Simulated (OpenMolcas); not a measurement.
# Worked example: vertical electron affinity of CH4OSi (SMILES CO[SiH])

CH4OSi: 7 atoms, total charge 0, spin state singlet. SMILES: `CO[SiH]`. The shape is that of a PBE0-D4/def2-TZVP optimisation. This is one conformer, not always the lowest.

```jsonl
{"atom": "C", "x (Å)": "-0.5124", "y (Å)": "0.4855", "z (Å)": "-0.3385"}
{"atom": "O", "x (Å)": "-0.4432", "y (Å)": "-0.4465", "z (Å)": "0.7176"}
{"atom": "Si", "x (Å)": "0.7969", "y (Å)": "-1.3873", "z (Å)": "1.2299"}
{"atom": "H", "x (Å)": "-1.2964", "y (Å)": "0.1808", "z (Å)": "-1.0355"}
{"atom": "H", "x (Å)": "0.4438", "y (Å)": "0.5475", "z (Å)": "-0.8687"}
{"atom": "H", "x (Å)": "-0.7693", "y (Å)": "1.4675", "z (Å)": "0.0654"}
{"atom": "H", "x (Å)": "1.8417", "y (Å)": "-0.9156", "z (Å)": "0.1841"}
```

Both states at this one shape; open shells run unrestricted unless said. 1 Eh = 27.2114 eV.

```tsv
level	program	singlet CH4OSi (Eh)	doublet CH4OSi− (Eh)
SVWN5/aug-cc-pVDZ	OpenMolcas	-403.125384	-403.140366
BLYP/aug-cc-pVDZ	OpenMolcas	-405.172708	-405.179321
PBE/aug-cc-pVDZ	OpenMolcas	-404.921071	-404.933748
TPSS/aug-cc-pVDZ	OpenMolcas	-405.250687	-405.261168
```

Task: Work out the vertical electron affinity, E(N) − E(N+1), at each level.

Result: 
1. SVWN5/aug-cc-pVDZ: -403.125384 − (-403.140366) = 0.014982 Eh = 0.41 eV.
2. BLYP/aug-cc-pVDZ: -405.172708 − (-405.179321) = 0.006613 Eh = 0.18 eV.
3. PBE/aug-cc-pVDZ: -404.921071 − (-404.933748) = 0.012677 Eh = 0.34 eV.
4. TPSS/aug-cc-pVDZ: -405.250687 − (-405.261168) = 0.010481 Eh = 0.29 eV.

No measured value is set beside it here; the levels span 0.18 to 0.41 eV.
